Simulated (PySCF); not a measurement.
## Choosing a basis for TDDFT

Species: C6H8.
Bonds: C1–C2, C2–C3 (double), C3–C4, C4–C5, C5–C6 (double), C2–C6. Hydrogens: H7, H8, H9 on C1; H10 on C3; H11, H12 on C4; H13 on C5; H14 on C6.

TDDFT with PBE0 (PySCF), vertical singlets, core orbitals frozen in the response, spherical d and f functions. Geometry: PBE0-D3(BJ)/def2-SVP; no solvent, vibrations or thermal averaging.

**Question.** How do the low singlets change with the basis? Take 6-31G*, def2-SVP, def2-SVPD and def2-TZVP.

**Answer.** 

```tsv
basis	functions	diffuse	S1 (eV)	S2 (eV)	S3 (eV)	S4 (eV)	S5 (eV)	LUMO (eV)	α (au)
6-31G*	100	no	5.24	6.73	7.82	7.93	8.03	0.03	58.0
def2-SVP	124	no	5.22	6.65	7.15	7.57	7.74	-0.23	60.9
def2-SVPD	184	yes	5.11	5.98	6.50	6.51	6.85	-0.39	69.4
def2-TZVP	234	no	5.08	6.50	6.54	6.92	7.49	-0.35	68.2
```

States are compared by their number. Against the only diffuse basis here (def2-SVPD, itself not a converged limit), sets without diffuse functions differ by up to 0.13 eV in S1 and 1.18 eV in S5. State by state, the largest deviation of a set without diffuse functions is S1 0.13, S2 0.74, S3 1.33, S4 1.42, S5 1.18 eV. The same number needn't mean the same state in each row. Against def2-SVPD the polarisability deviates by -16% in 6-31G*, -12% in def2-SVP, -2% in def2-TZVP.
